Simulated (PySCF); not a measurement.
## Level sweep

2(5H)-furanone, C4H4O2.
SMILES with atom numbers: `[O:1]=[C:2]1[CH:3]=[CH:4][CH2:5][O:6]1` (hydrogens: H7 on C3; H8 on C4; H9, H10 on C5)

PySCF, dipoles from the SCF density, polarisabilities from static response with core orbitals frozen. Isolated species at its PBE0-D3(BJ)/def2-SVP geometry, gas phase.

Task: Compare the levels for these properties.

Result: 

| level | μ (D) | error (%) | α (Å³) | anisotropy (Å³) |
| --- | --- | --- | --- | --- |
| LDA/def2-SVPD | 5.064 | +3.3 | 7.97 | 4.64 |
| PBE/def2-SVPD | 4.928 | +0.5 | 7.93 | 4.67 |
| B3LYP/def2-SVPD | 5.135 | +4.7 | 7.72 | 4.54 |
| PBE0/def2-SVPD | 5.119 | +4.4 | 7.63 | 4.49 |
| BHandHLYP/def2-SVPD | 5.352 | +9.1 | 7.45 | 4.40 |
| CAM-B3LYP/def2-SVPD | 5.235 | +6.7 | 7.61 | 4.47 |
| wB97X-D/def2-SVPD | 5.189 | +5.8 | 7.62 | 4.41 |
| LC-wPBE/def2-SVPD | 5.190 | +5.8 | 7.45 | 4.38 |
| HF/def2-SVPD | 5.633 | +14.8 | 7.22 | 4.30 |
| PBE0/6-31G* | 4.835 | -1.4 | 6.29 | 4.99 |
| PBE0/def2-SVP | 4.849 | -1.1 | 6.43 | 4.76 |
| PBE0/def2-TZVP | 4.972 | +1.4 | 7.33 | 4.61 |

Reference dipole: 4.905 D (measured, gas; NIST CCCBDB Release 22 (SRD 101), experimental dipoles). The anisotropy is √(½[(α1 − α2)² + (α2 − α3)² + (α3 − α1)²]). For the dipole, the smallest error is 0.5% (PBE/def2-SVPD) and the largest 14.8% (HF/def2-SVPD). The dipole runs from 4.83 D (PBE0/6-31G*) to 5.63 D (HF/def2-SVPD). No reference polarisability is at hand; against PBE0 in the largest diffuse basis at hand (def2-SVPD) the other PBE0 rows deviate by 6-31G* -18%, def2-SVP -16%, def2-TZVP -4%. In one basis (def2-SVPD) the functionals order the polarisability from HF (lowest) to LDA (highest), a spread of 10%. With PBE0 the polarisability is 6.68 Å³ without diffuse functions (mean of 6-31G*, def2-SVP and def2-TZVP) and 7.63 Å³ with them (def2-SVPD). Measured values can belong to vibrating molecules; the computed ones are for one fixed geometry.
